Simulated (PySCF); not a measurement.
Al(CH₃)F₂, optimised at PBE0/def2-TZVP:

```xyz
7

C     -0.9110    -0.1037    -0.0190
Al     1.0048     0.0980    -0.0063
F      2.0252    -1.1911     0.0161
F      1.7149     1.5809    -0.0105
H     -1.3353     0.2155     0.9373
H     -1.2072    -1.1399    -0.1907
H     -1.3636     0.5221    -0.7922
```

Method: PySCF energies plus ideal-gas RRHO corrections (1 bar). 6-31G* has spherical d functions here. All species are closed-shell singlets. B3LYP is the form with VWN-RPA correlation. Al(CH₃)F₂: computed as isolated molecules; such fragments, hydroxides, amides, oligomers or adducts are transient or little studied in the gas.

List the harmonic frequencies (cm⁻¹, unscaled, methyl torsions left out) at this level and at the other levels, each on its own geometry.


- PBE0/def2-TZVP: 180, 240, 250, 599, 681, 701, 834, 919, 1228, 1442, 1444, 3052, 3129, 3150
- B3LYP/6-31G*: 191, 239, 260, 590, 709, 729, 843, 943, 1283, 1493, 1494, 3049, 3119, 3139
- HF/6-31G*: 199, 259, 277, 616, 749, 773, 884, 986, 1406, 1602, 1603, 3185, 3248, 3268
- PBE/def2-SVP: 178, 229, 244, 581, 652, 679, 823, 920, 1170, 1376, 1378, 2978, 3072, 3093
